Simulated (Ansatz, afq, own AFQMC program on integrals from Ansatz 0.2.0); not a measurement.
AlH3 + O, triplet in cc-pVTZ along one coordinate

```xyz
5

Al   -1.1550    0.0000    0.0000
H    -1.9479    1.3734    0.0000
H    -1.9479   -1.3734    0.0000
H     0.4309    0.0000    0.0000
O     2.1660    0.0000    0.0000
```

A hydrogen atom is moved from one rigid fragment to the other; the Al1–H4 distance tells how far. The two fragments are held close together, so this isn't a minimum-energy path and the start is a compressed complex. Energies in kcal/mol count from this geometry (1.586 Å) at the same level; the start stands on UHF, each point on the determinant named.

Basis cc-pVTZ. Only valence electrons are correlated. AFQMC by an in-house program on the Cholesky factors that Ansatz 0.2.0 writes for its CCSD(T) run. ph-AFQMC/CISD is guided by a CISD state made of CCSD amplitudes; releasing the constraint for a short imaginary time cuts its bias at the price of noise, slowly where states lie close. Error bars are statistical, one sigma.

Cautions, each for one point or more: lower spins were not checked; unrestricted determinant slightly spin contaminated.

| r(Al1–H4) / Å | det. | T1 | weight | ⟨S²⟩ | PBE | CCSD | CCSD(T) |
| --- | --- | --- | --- | --- | --- | --- | --- |
| 1.799 | UHF | 0.027 | 0.87 | 2.04 | -2.8 | 4.0 | 3.2 |
| 1.905 | UHF | 0.030 | 0.87 | 2.07 | -4.5 | 4.9 | 3.6 |
| 2.012 | UHF | 0.027 | 0.87 | 2.08 | -8.1 | 2.1 | 0.5 |
| 2.118 | UHF | 0.019 | 0.88 | 2.05 | -13.4 | -4.3 | -5.9 |
| 2.331 | UHF | 0.012 | 0.89 | 2.01 | -20.8 | -16.8 | -17.8 |

(1) Estimate the curve of phaseless AFQMC with a CISD trial, counted from the same start.

## Answers

(1) 
```csv
r(Al1–H4) / Å,det.,T1,weight,⟨S²⟩,ph-AFQMC/CISD
1.799,UHF,0.027,0.87,2.04,3.2 ± 0.2
1.905,UHF,0.030,0.87,2.07,3.5 ± 0.2
2.012,UHF,0.027,0.87,2.08,0.5 ± 0.2
2.118,UHF,0.019,0.88,2.05,-6.0 ± 0.2
2.331,UHF,0.012,0.89,2.01,-17.7 ± 0.2
```

Weight is that of the determinant in the CISD state; at the start T1 is 0.018 and the weight 0.89, and ⟨S²⟩ is 2.01. Largest departures from phaseless AFQMC with a CISD trial: CCSD(T) -0.1 kcal/mol at 2.331 (on UHF) (within the noise), PBE -8.6 kcal/mol at 2.012, CCSD 1.7 kcal/mol at 2.118 (on UHF). The walk's constraint bias lies outside its error bars, so these are departures and not errors. Functionals count only at points shown to share the start's state and spin.

A walk keeps the symmetry of its determinant, which the program's search chose and which needn't be the lowest solution, so a lower state of the same spin and another symmetry isn't excluded.
